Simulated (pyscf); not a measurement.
Thermochemistry of product channels of `[OH][Al]([Cl])[Cl]` + `[NH3]` on the singlet surface, in kJ/mol, from CCSD(T)/def2-TZVPP + ΔMP2(QZVPP) energies (ideal gas, 1 atm, RRHO with modes under 100 cm⁻¹ raised to 100, one conformer, R ln 2 for chiral ones without a mode under 150 cm⁻¹). Optimised with ωB97X-D3(BJ)/def2-SVP in PySCF. Correlated levels are frozen-core, on RHF or UHF. ΔMP2 is the change of the MP2 total energy from the triple- to the quadruple-zeta basis.

```csv
products,ΔE,ΔH(298 K),ΔG(900 K),ΔG(1200 K)
`[NH2][Al]([OH])[Cl]` + `[ClH]`,+63.7,+55.1,+55.0,+52.6
`[OH2]` + `[NH2][Al]([Cl])[Cl]`,+37.5,+36.2,+39.6,+40.1
```

These are energies of the channels, which say nothing of barriers. The CCSD(T) − MP2 part came from Ansatz, without density fitting, on the same reference.
